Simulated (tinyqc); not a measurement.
Inside a calculation. Method: extended Hueckel theory, for SiH4. One step of it, computed by the program tinyqc.

Question. Mulliken analysis. P = C n C^T; charge = valence electrons (H 1, Si 4) minus the sum of (P S)_ii on the atom; overlap population = 2 sum P_ij S_ij between two atoms.

coefficients, order 1Si 3s, 1Si 3px, 1Si 3py, 1Si 3pz, 2H 1s, 3H 1s, 4H 1s, 5H 1s:
```
[[0.604522, 0.000000, 0.000000, 0.000000, 0.000000, 0.000000, 0.000000, 1.391268],
 [0.000000, 0.367908, 0.133988, -0.002690, 0.529055, 1.038517, -0.230393, 0.000000],
 [0.000000, -0.070244, 0.199492, 0.329522, 0.793739, -0.214078, 0.857698, 0.000000],
 [0.000000, -0.114131, 0.309138, -0.211480, -0.708221, 0.535864, 0.789158, 0.000000],
 [0.217473, 0.171241, 0.599576, 0.107626, -0.271577, -0.601112, -0.625929, -0.679163],
 [0.217473, 0.515291, -0.349549, -0.112645, -0.195997, -0.316720, 0.829548, -0.679163],
 [0.217473, -0.302318, -0.227316, 0.507276, -0.429923, 0.790312, -0.132097, -0.679163],
 [0.217473, -0.384213, -0.022711, -0.502257, 0.897496, 0.127520, -0.071522, -0.679163]]
```

occupations: [2.000000, 2.000000, 2.000000, 2.000000, 0.000000, 0.000000, 0.000000, 0.000000]

overlap S, order 1Si 3s, 1Si 3px, 1Si 3py, 1Si 3pz, 2H 1s, 3H 1s, 4H 1s, 5H 1s:
```
[[1.000000, 0.000000, 0.000000, 0.000000, 0.399872, 0.399872, 0.399872, 0.399872],
 [0.000000, 1.000000, 0.000000, 0.000000, 0.293753, 0.293753, -0.293753, -0.293753],
 [0.000000, 0.000000, 1.000000, 0.000000, 0.293753, -0.293753, 0.293753, -0.293753],
 [0.000000, 0.000000, 0.000000, 1.000000, 0.293753, -0.293753, -0.293753, 0.293753],
 [0.399872, 0.293753, 0.293753, 0.293753, 1.000000, 0.043726, 0.043726, 0.043726],
 [0.399872, 0.293753, -0.293753, -0.293753, 0.043726, 1.000000, 0.043726, 0.043726],
 [0.399872, -0.293753, 0.293753, -0.293753, 0.043726, 0.043726, 1.000000, 0.043726],
 [0.399872, -0.293753, -0.293753, 0.293753, 0.043726, 0.043726, 0.043726, 1.000000]]
```

Give: charges; Overlap populations.

Answer.

charges: [0.9202, -0.2300, -0.2300, -0.2300, -0.2300]

Overlap populations:
```
pair      value
2-1    0.714526
3-1    0.714526
3-2   -0.015072
4-1    0.714526
4-2   -0.015072
4-3   -0.015072
5-1    0.714526
5-2   -0.015072
5-3   -0.015072
5-4   -0.015072
```
